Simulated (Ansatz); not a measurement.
The cluster LiAl₂⁻. Total charge -1; triplet. Geometry PBE0-D4/def2-TZVP, that of the neutral doublet; atoms count from 1.

```xyz
3

Al   -1.112   -0.153   -0.979
Al   -0.024   -1.057    1.049
Li    1.136    1.210   -0.070
```

The structure comes from a short search, and lower isomers may exist.

Question: Estimate the Mulliken populations from the PBE0/def2-TZVPD orbitals of Ansatz.

Answer: 
| atom | charge (e) | spin (α − β) |
| --- | --- | --- |
| Al1 | -0.49 | 0.98 |
| Al2 | -0.49 | 0.98 |
| Li3 | -0.02 | 0.03 |
Mulliken values depend strongly on the basis. With diffuse functions, as here, like atoms can get unlike values, and bond orders can come out too low or too high.

Question: Where does the spin sit?

Answer: Summed by element: Al 1.97, Li 0.03, of 2 unpaired in all. Largest on single atoms: Al1 0.98, Al2 0.98, Li3 0.03.

Question: And the Mayer bond orders between heavy atoms (over 0.3)?

Answer: Al1–Al2 1.38 (2.47 Å); Al1–Li3 0.66 (2.78 Å); Al2–Li3 0.66 (2.78 Å).
